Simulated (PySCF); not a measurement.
ammonium, H4N (charge +1), SMILES [NH4+], point group Td.

Force field and properties: B3LYP/pcSseg-2 (PySCF, grid level 2). Vibrational terms come from second-order perturbation theory with semi-diagonal cubic constants, by steps of ±0.6 along the normal coordinates of each isotopologue. The parent has the commonest isotopes.

Equilibrium geometry (Å):

```json
{"atom": "N1", "x": "0.0069", "y": "0.0023", "z": "-0.0137"}
{"atom": "H2", "x": "-0.6256", "y": "-0.7073", "z": "-0.3934"}
{"atom": "H3", "x": "-0.3004", "y": "0.9304", "z": "-0.3167"}
{"atom": "H4", "x": "-0.0033", "y": "-0.0436", "z": "1.0087"}
{"atom": "H5", "x": "0.9568", "y": "-0.1704", "z": "-0.3536"}
```

Question: How much do zero-point and thermal motion change the parent's shieldings?

Answer: 
| atom | σe (ppm) | anharmonic part, 0 K | harmonic part, 0 K | Δσ at 0 K | Δσ at 100 K | Δσ at 1000 K |
| --- | --- | --- | --- | --- | --- | --- |
| N1 | 231.64 | -4.21 | 0.35 | -3.85 | -3.90 | -3.75 |
| H2 | 26.61 | -0.51 | -0.09 | -0.60 | -0.60 | -0.70 |

Question: And the bond lengths, in the parent and with ²H at 2?

Answer: 
```
 bond  re (Å)  ⟨r⟩ at 0 K  between mean positions  ⟨r⟩, labelled
N1–H2  1.0236      1.0441                  1.0368         1.0385
```

The study (161 SCF points, 92 basis functions) took 3.6 min on 1 thread of Intel Xeon 6975P-C, shared host (rough), peak memory 0.36 GiB, launched as `OMP_NUM_THREADS=1 python ens_run.py task.json out`.
